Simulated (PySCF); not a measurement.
Compound: C3H4N2O.
Bonds: C1–C2, C2–N3 (aromatic), N3–C4 (aromatic), C4–O5 (aromatic), O5–N6 (aromatic), C2–N6 (aromatic). Hydrogens: H7, H8, H9 on C1; H10 on C4.

Theory: MP2 and CCSD/aug-cc-pVDZ in PySCF, restricted Hartree–Fock reference, 6 core orbitals frozen, non-relativistic, gas phase, PBE0-D3(BJ)/def2-SVP geometry.

E(HF) = -299.68871 Eh.

Q: How large is the problem?

A: 174 basis functions and 44 electrons; 6 orbitals frozen, which leaves o = 16 correlated occupied and v = 152 virtual orbitals. That is o·v = 2432 singles and o·v(o·v + 1)/2 = 2958528 distinct closed-shell doubles amplitudes before symmetry; the costliest CCSD step grows as o²v⁴ = 1.4 × 10^11.

Q: What are the MP2 and CCSD correlation energies?

A: MP2 -0.9420 Eh and CCSD -0.9666 Eh, which gives totals of -300.63073 and -300.65533 Eh. That is 0.822 eV for each correlated electron at CCSD (2538 kJ/mol in all, 0.322 % of the total energy); MP2 gives 97.5 % of the CCSD value.

Q: What is the T1 diagnostic?

A: 0.0174, below the customary warning level of 0.02. It is the norm of the spatial-orbital singles amplitudes over the root of the number of correlated electrons, so the norm is 0.098.

Q: How does correlation change the dipole moment?

A: HF gives 1.38 D and CCSD (unrelaxed density) 1.00 D, a change of -0.38 D.

Connected triples and the basis-set limit are missing.

The job also held the EOM ionisation roots. Time: 6.4 min. Hardware: one thread, x86-64 server, no GPU, on a shared host.
